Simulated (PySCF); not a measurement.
Simulated C 1s region for `Cc1cc1=O`, binding energy against the vacuum level.

Every computed line was given a Gaussian of 0.5 eV full width at half maximum and an area set by the number of equivalent atoms; the highest printed point is 100. Method: delta-SCF UKS SCAN, pcX-2 on the ionised atom, pcseg-1 elsewhere, spin-free X2C in PySCF.

(binding energy (eV), intensity): (290.9, 0), (291.0, 1), (291.1, 5), (291.2, 11), (291.3, 24), (291.4, 41), (291.5, 60), (291.6, 78), (291.7, 92), (291.8, 100), (291.9, 98), (292.0, 84), (292.1, 62), (292.2, 38), (292.3, 20), (292.4, 8), (292.5, 3), (292.6, 1), (292.7, 0), (292.8, 0), (292.9, 1), (293.0, 2), (293.1, 6), (293.2, 14), (293.3, 25), (293.4, 38), (293.5, 45), (293.6, 43), (293.7, 33), (293.8, 20), (293.9, 10), (294.0, 4), (294.1, 1), (294.2, 0)

Count the maxima, the lines and the sites behind this envelope.

The curve has 2 maxima (at 291.8 and 293.5 eV). Under it lie 4 lines from 4 inequivalent carbon sites. At this width some lines have no maximum of their own.

Decompose the envelope and assign each component. Numbering: `[CH3:1][c:2]1[cH:3][c:4]1=[O:5]`.

```csv
position (eV),relative area,line,atoms,environment
291.56,1,C 1s,C3,unsaturated ring CH carbon
291.83,1,C 1s,C1,carbon bonded to C and 3 H
291.99,1,C 1s,C2,unsaturated ring carbon
293.53,1,C 1s,C4,ring carbonyl carbon
```

What are the centre and the root-mean-square width of the whole band?

The area-weighted mean of the lines is 292.23 eV. Their own spread about it is 0.77 eV (rms) and each Gaussian has σ = 0.5/2.355 = 0.21 eV; the variances add, which gives 0.80 eV.

Lowest listed C 1s: C3, bonded to 2 C (aromatic in the SMILES) and H. Highest, 1.97 eV above it: C4, bonded to O (double bond) and 2 C (aromatic in the SMILES). The widest gap between neighbouring values is 1.54 eV, between 291.99 and 293.53 eV.

The curve has no shake-up lines and no vibrational structure. Isolated species at its PBE0-D3(BJ)/def2-SVP geometry, gas phase.
